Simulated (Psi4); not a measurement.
# doublet NO3: levels of theory compared

We compute a comparison of 6 runs (UBLYP/aug-cc-pVDZ, UM06-2X/aug-cc-pVDZ, UM06-L/aug-cc-pVDZ, UPBE/aug-cc-pVDZ, UPBE0/aug-cc-pVDZ, UTPSS/aug-cc-pVDZ) of doublet NO3. 

Program for the calculation: Psi4 1.11.

## Step 1: The system as given

NO3: 4 atoms, total charge 0, spin state doublet. SMILES of the parent species: `O=[N+]([O-])[O-]`. The shape is that of a PBE0-D4/def2-TZVPD optimisation. That shape belongs to the parent species and isn't relaxed for this state.

Bond lengths: O1–N2 1.247 Å, N2–O3 1.247 Å, N2–O4 1.247 Å. Angles: O1–N2–O3 120.0°, O1–N2–O4 120.0°, O3–N2–O4 120.0°.

## Step 2: A single-point energy at UBLYP/aug-cc-pVDZ (run 1)

Input file no3.inp:

```
memory 1600 mb

molecule m {
  0 2
  O
  N 1 R2
  O 2 R3 1 A3
  O 2 R4 1 A4 3 D4

  R2 = 1.246587
  R3 = 1.246588
  A3 = 120.00031
  R4 = 1.246587
  A4 = 119.99979
  D4 = -179.99912
  symmetry c1
}

set basis aug-cc-pVDZ
set reference uks
set puream true
set e_convergence 1e-09
set d_convergence 1e-08
set scf_type pk
set dft_radial_points 99
set dft_spherical_points 590
set maxiter 100

e_tot, wfn = energy('blyp', return_wfn=True)
print_variables()
```

Command:

```bash
$ psi4 -n 1 no3.inp no3.out
```

no3.out:

```text
[...]
  Running in c1 symmetry.
[...]
  Nuclear repulsion =  118.372554905080776
[...]
  Multiplicity = 2
[...]
  Nalpha       = 16
  Nbeta        = 15
[...]
    Number of basis functions: 92
[...]
   @UKS iter   1:  -280.13985236140502   -2.27918e-02   6.81936e-03 ADIIS/DIIS
[...]
   @UKS iter  12:  -280.27839690990209   -7.95808e-13   8.24083e-10 DIIS
[...]
   @S^2 Observed:                7.527740255E-01
[...]
  @UKS Final Energy:  -280.27839690990209
   => Energetics <=
    Nuclear Repulsion Energy =            118.3725549050807757
    One-Electron Energy =                -617.5271491951884855
    Two-Electron Energy =                 251.3093907670547082
    DFT Exchange-Correlation Energy =     -32.4331933868491049
    Empirical Dispersion Energy =           0.0000000000000000
    VV10 Nonlocal Energy =                  0.0000000000000000
    Total Energy =                       -280.2783969099020851
[...]
 Multipole Moments:
 ------------------------------------------------------------------------------------
     Multipole            Electronic (a.u.)      Nuclear  (a.u.)        Total (a.u.)
 ------------------------------------------------------------------------------------
 L = 1.  Multiply by 2.5417464519 to convert [e a0] to [Debye]
 Dipole X            :          0.0000030           -0.0000000            0.0000030
 Dipole Y            :          0.0000015            0.0000000            0.0000015
 Dipole Z            :         -0.0000001            0.0000000           -0.0000001
 Magnitude           :                                                    0.0000033
[...]
```

Wall time 9.6 s (1 thread of AMD EPYC 9R45 (Zen 5), shared host); peak memory 0.95 GiB.

## Step 3: Energy and forces at UM06-2X/aug-cc-pVDZ (run 2)

Input file job.inp:

```
memory 1600 mb

molecule m {
  0 2
  O
  N 1 1.246587
  O 2 1.246588 1 120.00031
  O 2 1.246587 1 119.99979 3 -179.99912
  symmetry c1
  no_reorient
  no_com
}

set {
  basis aug-cc-pVDZ
  reference uks
  puream true
  e_convergence 1e-09
  d_convergence 1e-08
  scf_type pk
  dft_radial_points 99
  dft_spherical_points 590
  maxiter 100
}

energy_value, wavefunction = gradient('m06-2x', return_wfn=True)
oeprop(wavefunction, 'MAYER_INDICES', 'QUADRUPOLE', 'MULLIKEN_CHARGES', title='M06-2X')
```

Command:

```bash
$ psi4 -n 1 job.inp job.out
```

job.out:

```text
[...]
  Running in c1 symmetry.
[...]
  Nuclear repulsion =  118.372554905080776
[...]
  Multiplicity = 2
[...]
  Nalpha       = 16
  Nbeta        = 15
[...]
    Number of basis functions: 92
[...]
   @UKS iter   1:  -280.01267218880889   -2.32001e-01   6.68248e-03 ADIIS/DIIS
[...]
   @UKS iter  11:  -280.14729843094659   -1.72236e-11   7.95608e-09 DIIS
[...]
   @S^2 Observed:                7.613224791E-01
[...]
  @UKS Final Energy:  -280.14729843094659
   => Energetics <=
    Nuclear Repulsion Energy =            118.3725549050807757
    One-Electron Energy =                -617.1273826387225654
    Two-Electron Energy =                 234.1874462075408303
    DFT Exchange-Correlation Energy =     -15.5799169048456623
    Empirical Dispersion Energy =           0.0000000000000000
    VV10 Nonlocal Energy =                  0.0000000000000000
    Total Energy =                       -280.1472984309465915
[...]
  -Total Gradient:
     Atom            X                  Y                   Z
    ------   -----------------  -----------------  -----------------
       1       -0.000000871026     0.000013974678    -0.035262104320
       2        0.000003094496    -0.000004646693    -0.000002765194
       3       -0.000000871816    -0.030545519974     0.017622424576
       4       -0.000001343567     0.030550749526     0.017646804985
[...]
  Mulliken Charges: (a.u.)
   Center  Symbol    Alpha    Beta     Spin     Total
       1     O     4.38239  4.02435  0.35804 -0.40674
       2     N     2.85293  2.92696 -0.07404  1.22011
       3     O     4.38235  4.02434  0.35801 -0.40669
       4     O     4.38234  4.02434  0.35799 -0.40668
   Total alpha = 16.00000, Total beta = 15.00000, Total charge = -0.00000
  Mayer Bond Indices:
  Total Bond Index:
  Irrep: 1 Size: 4 x 4
[...]
```

Run time: 26 s. Hardware: 1 thread of AMD EPYC 9R45 (Zen 5), shared host; peak memory 0.86 GiB.

Runs 3 to 5 aren't shown in full; the table further down has their settings and results.

## Step 4: A single-point energy at UTPSS/aug-cc-pVDZ (run 6)

Input file input.json:

```json
{
  "schema_name": "qcschema_input",
  "schema_version": 1,
  "molecule": {
    "schema_name": "qcschema_molecule",
    "schema_version": 2,
    "symbols": ["O", "N", "O", "O"],
    "geometry": [0.56034159, 0.99029208, 2.06269276, 0.0, 0.0, 0.0, 0.88900276, -2.10394548, -0.57659324, -1.44932545, 1.1136723, -1.48611842],
    "molecular_charge": 0,
    "molecular_multiplicity": 2,
    "fix_symmetry": "c1",
    "fix_com": true,
    "fix_orientation": true
  },
  "driver": "energy",
  "model": {
    "method": "tpss",
    "basis": "aug-cc-pVDZ"
  },
  "keywords": {
    "reference": "uks",
    "puream": true,
    "e_convergence": 1e-09,
    "d_convergence": 1e-08,
    "scf_type": "pk",
    "dft_radial_points": 99,
    "dft_spherical_points": 590,
    "maxiter": 100,
    "scf_properties": ["MULLIKEN_CHARGES", "DIPOLE", "MAYER_INDICES"]
  }
}
```

Command:

```bash
$ psi4 --qcschema input.json -n 1 --memory 1600MB
```

stdout:

```text
[...]
  Running in c1 symmetry.
[...]
  Nuclear repulsion =  118.372543400070526
[...]
  Multiplicity = 2
[...]
  Nalpha       = 16
  Nbeta        = 15
[...]
    Number of basis functions: 92
[...]
   @UKS iter   1:  -280.21731133861078   -7.11322e-02   6.33853e-03 ADIIS/DIIS
[...]
   @UKS iter  12:  -280.33629088590521    5.68434e-14   1.19126e-09 DIIS
[...]
   @S^2 Observed:                7.534399755E-01
[...]
  @UKS Final Energy:  -280.33629088590521
   => Energetics <=
    Nuclear Repulsion Energy =            118.3725434000705263
    One-Electron Energy =                -617.6211288427796262
    Two-Electron Energy =                 251.4167430719804486
    DFT Exchange-Correlation Energy =     -32.5044485151765485
    Empirical Dispersion Energy =           0.0000000000000000
    VV10 Nonlocal Energy =                  0.0000000000000000
    Total Energy =                       -280.3362908859052141
[...]
 Multipole Moments:
 ------------------------------------------------------------------------------------
     Multipole            Electronic (a.u.)      Nuclear  (a.u.)        Total (a.u.)
 ------------------------------------------------------------------------------------
 L = 1.  Multiply by 2.5417464519 to convert [e a0] to [Debye]
 Dipole X            :         -0.0001547            0.0001512           -0.0000035
 Dipole Y            :         -0.0001508            0.0001512            0.0000004
 Dipole Z            :          0.0001518           -0.0001512            0.0000006
 Magnitude           :                                                    0.0000036
[...]
```

The result, in JSON:

```text
{
 "driver": "energy",
 "model": {
  "method": "tpss",
  "basis": "aug-cc-pVDZ"
 },
 "success": true,
 "return_result": -280.3362908859052,
 "properties": {
  "calcinfo_nbasis": 92,
  "calcinfo_nmo": 92,
  "calcinfo_nalpha": 16,
  "calcinfo_nbeta": 15,
  "calcinfo_natom": 4,
  "nuclear_repulsion_energy": 118.37254340007053,
  "return_energy": -280.3362908859052,
  "scf_one_electron_energy": -617.6211288427796,
  "scf_two_electron_energy": 251.41674307198045,
  "scf_xc_energy": -32.50444851517655,
  "scf_dipole_moment": [-3.5342785247305386e-06, 3.5971454614980303e-07, 6.477315710462506e-07],
  "scf_total_energy": -280.3362908859052,
  "scf_iterations": 12
 }
}
```

Wall time 27 s (1 thread of AMD EPYC 9R45 (Zen 5), shared host); peak memory 0.86 GiB.

## Step 5: The series

```
run                level      task  energy (Eh)  dipole moment (D)  HOMO energy (eV)  LUMO energy (eV)  wall time
  1    UBLYP/aug-cc-pVDZ    energy  -280.278397               0.00             -8.55             -7.30      9.6 s
  2  UM06-2X/aug-cc-pVDZ  gradient  -280.147298               0.00            -11.87             -5.95       26 s
  3   UM06-L/aug-cc-pVDZ  gradient  -280.258443               0.00             -9.05             -7.39       28 s
  4     UPBE/aug-cc-pVDZ    energy  -280.035809               0.00             -8.60             -7.36       10 s
  5    UPBE0/aug-cc-pVDZ    energy  -279.984755               0.00            -10.61             -6.66       10 s
  6    UTPSS/aug-cc-pVDZ    energy  -280.336291               0.00             -8.79             -7.28       27 s
```

## Step 6: Summary of results

```
                                 quantity          value
                      run 6: total energy  -280.33629 Eh
                     run 6: dipole moment         0.00 D
run 6: HOMO energy (highest over α and β)       -8.79 eV
 run 6: LUMO energy (lowest over α and β)       -7.28 eV
                              run 6: ⟨S²⟩          0.753
```

What this shows: Totals of different functionals can't be ranked against each other. All runs together took 1.9 min, the longest 28 s.
